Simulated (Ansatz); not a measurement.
Ansatz (a first-principles code) input (B3LYP-D3(BJ)/def2-TZVP):

Ansatz 0.2 input:
```yaml
crystal:
  periodic: [false, false, false]
  atoms:
    - {symbol: C, position_ang: [1.60944026, -0.01622530, 0.01190974]}
    - {symbol: C, position_ang: [0.35702069, 0.43844460, 0.00220269]}
    - {symbol: H, position_ang: [2.34578992, 0.86949923, 0.01288731]}
    - {symbol: H, position_ang: [-0.01962298, 1.51488518, -0.00522116]}
    - {symbol: C, position_ang: [-0.82299520, -0.51101611, -0.00214153]}
    - {symbol: H, position_ang: [-0.46954594, -1.54389882, 0.01046650]}
    - {symbol: H, position_ang: [-1.47821716, -0.36545433, 0.87282483]}
    - {symbol: H, position_ang: [-1.45946450, -0.38101786, -0.89338594]}
basis:
  gaussian:
    orbitals: def2-TZVP
hamiltonian:
  xc: b3lyp
  dispersion: d3bj
total_charge: -1
relax: {f_tol: 0.002, max_steps: 150}
```

Output:

```
Functional definition: B3LYP
integrals: 0.03 GiB planned
760 factors; their error is unknown
mean field: 0.37 GiB planned
mean field evaluation 1: about -3186.9083 eV, gradient 4.2e1 eV
mean field evaluation 2: about -3172.9460 eV, gradient 7.4e1 eV
mean field evaluation 4: about -3191.4660 eV, gradient 7.2e0 eV
mean field evaluation 8: about -3191.5870 eV, gradient 1.3e-1 eV
mean field evaluation 16: about -3191.5746 eV, gradient 1.2e-4 eV
mean field -3191.57459073 eV, -117.2882028822 hartree, gradient 1.3e-5 eV, S^2 0.000000; 0 other end points of the search recorded, 0 dependent functions left out
the calculation of the forces begins
reference -3191.57481171 eV, -117.2882110031 hartree; 12, 12 occupied and 111, 111 virtual orbitals, 760 factors
relax step   1: F+E_penalty+E_count = -3191.76557352 eV  Δ(F+E_penalty+E_count) = +0.000e0 eV  max|allowed force component| = 1.198e0 eV/Å  Δτ_max = 0.0000 Å  (28 SCF iters, accepted)
these checks for a lower state are left out or cut short: starts, cluster_reference, orbital_swaps, neighbouring_geometries, increment
integrals: 0.03 GiB planned
760 factors; their error is unknown
mean field: 0.37 GiB planned
mean field -3191.61149773 eV, -117.2895591895 hartree, gradient 2.4e-5 eV, S^2 0.000000; 0 other end points of the search recorded, 0 dependent functions left out
the calculation of the forces begins
reference -3191.61171793 eV, -117.2895672819 hartree; 12, 12 occupied and 111, 111 virtual orbitals, 760 factors
relax step   2: F+E_penalty+E_count = -3191.80208941 eV  Δ(F+E_penalty+E_count) = -3.652e-2 eV  max|allowed force component| = 4.504e-1 eV/Å  Δτ_max = 0.0316 Å  (30 SCF iters, accepted)
these checks for a lower state are left out or cut short: starts, cluster_reference, orbital_swaps, neighbouring_geometries, increment
integrals: 0.03 GiB planned
760 factors; their error is unknown
mean field: 0.37 GiB planned
mean field evaluation 32: about -3191.6194 eV, gradient 2.2e-5 eV
mean field -3191.61938670 eV, -117.2898491038 hartree, gradient 2.2e-5 eV, S^2 0.000000; 0 other end points of the search recorded, 0 dependent functions left out
the calculation of the forces begins
reference -3191.61960559 eV, -117.2898571481 hartree; 12, 12 occupied and 111, 111 virtual orbitals, 760 factors
relax step   3: F+E_penalty+E_count = -3191.80999390 eV  Δ(F+E_penalty+E_count) = -7.904e-3 eV  max|allowed force component| = 6.976e-2 eV/Å  Δτ_max = 0.0270 Å  (30 SCF iters, accepted)
these checks for a lower state are left out or cut short: starts, cluster_reference, orbital_swaps, neighbouring_geometries, increment
integrals: 0.03 GiB planned
760 factors; their error is unknown
mean field: 0.37 GiB planned
mean field -3191.61951495 eV, -117.2898538171 hartree, gradient 2.2e-5 eV, S^2 0.000000; 0 other end points of the search recorded, 0 dependent functions left out
the calculation of the forces begins
reference -3191.61973391 eV, -117.2898618638 hartree; 12, 12 occupied and 111, 111 virtual orbitals, 760 factors
relax step   4: F+E_penalty+E_count = -3191.81006756 eV  Δ(F+E_penalty+E_count) = -7.365e-5 eV  max|allowed force component| = 4.129e-2 eV/Å  Δτ_max = 0.0068 Å  (31 SCF iters, accepted)
these checks for a lower state are left out or cut short: starts, cluster_reference, orbital_swaps, neighbouring_geometries, increment
integrals: 0.03 GiB planned
760 factors; their error is unknown
mean field: 0.37 GiB planned
mean field -3191.61970548 eV, -117.2898608189 hartree, gradient 2.2e-5 eV, S^2 0.000000; 0 other end points of the search recorded, 0 dependent functions left out
the calculation of the forces begins
reference -3191.61992439 eV, -117.2898688636 hartree; 12, 12 occupied and 111, 111 virtual orbitals, 760 factors
relax step   5: F+E_penalty+E_count = -3191.81028590 eV  Δ(F+E_penalty+E_count) = -2.183e-4 eV  max|allowed force component| = 5.109e-3 eV/Å  Δτ_max = 0.0053 Å  (31 SCF iters, accepted)
these checks for a lower state are left out or cut short: starts, cluster_reference, orbital_swaps, neighbouring_geometries, increment
integrals: 0.03 GiB planned
760 factors; their error is unknown
mean field: 0.37 GiB planned
mean field -3191.61970959 eV, -117.2898609698 hartree, gradient 2.2e-5 eV, S^2 0.000000; 0 other end points of the search recorded, 0 dependent functions left out
the calculation of the forces begins
reference -3191.61992848 eV, -117.2898690139 hartree; 12, 12 occupied and 111, 111 virtual orbitals, 760 factors
relax step   6: F+E_penalty+E_count = -3191.81028669 eV  Δ(F+E_penalty+E_count) = -7.889e-7 eV  max|allowed force component| = 3.908e-3 eV/Å  Δτ_max = 0.0004 Å  (31 SCF iters, accepted)
these checks for a lower state are left out or cut short: starts, cluster_reference, orbital_swaps, neighbouring_geometries, increment
integrals: 0.03 GiB planned
760 factors; their error is unknown
mean field: 0.37 GiB planned
mean field -3191.61971279 eV, -117.2898610874 hartree, gradient 2.2e-5 eV, S^2 0.000000; 0 other end points of the search recorded, 0 dependent functions left out
the calculation of the forces begins
reference -3191.61993169 eV, -117.2898691319 hartree; 12, 12 occupied and 111, 111 virtual orbitals, 760 factors
relax step   7: F+E_penalty+E_count = -3191.81028726 eV  Δ(F+E_penalty+E_count) = -5.765e-7 eV  max|allowed force component| = 9.685e-4 eV/Å  Δτ_max = 0.0002 Å  (31 SCF iters, accepted)
integrals: 0.03 GiB planned
760 factors; their error is unknown
mean field: 0.37 GiB planned
mean field evaluation 64: about -3191.6197 eV, gradient 2.2e-4 eV
mean field -3191.61971279 eV, -117.2898610874 hartree, gradient 2.2e-5 eV, S^2 0.000000; 1 other end points of the search recorded, 0 dependent functions left out
the calculation of the forces begins
reference -3191.61993169 eV, -117.2898691319 hartree; 12, 12 occupied and 111, 111 virtual orbitals, 760 factors
Total energy: -3191.81050617 eV, -117.2968726147 hartree
Atom 0 at     1.630729     0.001109     0.014475 Å, force    -0.000240     0.000340     0.000113 eV/Å
Atom 1 at     0.355832     0.429293     0.001188 Å, force    -0.000059    -0.000026    -0.000042 eV/Å
Atom 2 at     2.310026     0.885436     0.014041 Å, force    -0.000019    -0.000261     0.000006 eV/Å
Atom 3 at     0.036841     1.493720    -0.008608 Å, force     0.000012    -0.000197    -0.000061 eV/Å
Atom 4 at    -0.834672    -0.511130    -0.002243 Å, force     0.000968     0.000041    -0.000092 eV/Å
Atom 5 at    -0.468079    -1.542363     0.008176 Å, force    -0.000091     0.000088    -0.000028 eV/Å
Atom 6 at    -1.491639    -0.369163     0.871988 Å, force    -0.000220    -0.000025     0.000114 eV/Å
Atom 7 at    -1.476633    -0.381687    -0.889474 Å, force    -0.000351     0.000040    -0.000010 eV/Å
Dipole moment:    -0.909298     0.192492    -0.008757 e Å
```

It need not be the lowest isomer of its formula. Whether it binds its extra electron was not tested at this geometry.
